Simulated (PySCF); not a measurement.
**Working with the constants of SiH⁻**

UHF-CCSD(T) constants of SiH⁻, ³Σ⁻ (triplet), unpaired electrons π ↑↑ (Si def2-TZVPPD, H def2-TZVPPD; no relativity (PySCF 2.14); masses 27.9769 and 1.0078 u):

- ωe: 1835.3 cm⁻¹
- ωexe: 42.5 cm⁻¹
- Be: 7.1558 cm⁻¹
- αe: 0.254 cm⁻¹

What force constant and bond length do these constants imply?

Reduced mass μred = 0.97278 u; k = 5.8918×10⁻⁷·μred·ωe² (u, cm⁻¹, mdyn/Å) = 1.93 mdyn/Å; Re = √(16.8576/(μred·Be)) (u, cm⁻¹, Å) = 1.556 Å.

Estimate the centrifugal constant D from the Kratzer relation and find the Dunham coefficient a1.

D = 4Be³/ωe² = 0.000435 cm⁻¹; a1 = −1 − αeωe/(6Be²) = -2.52.

Correlated steps freeze 5 core orbitals. The state was picked by a PBE0 search and need not be the measured ground state.
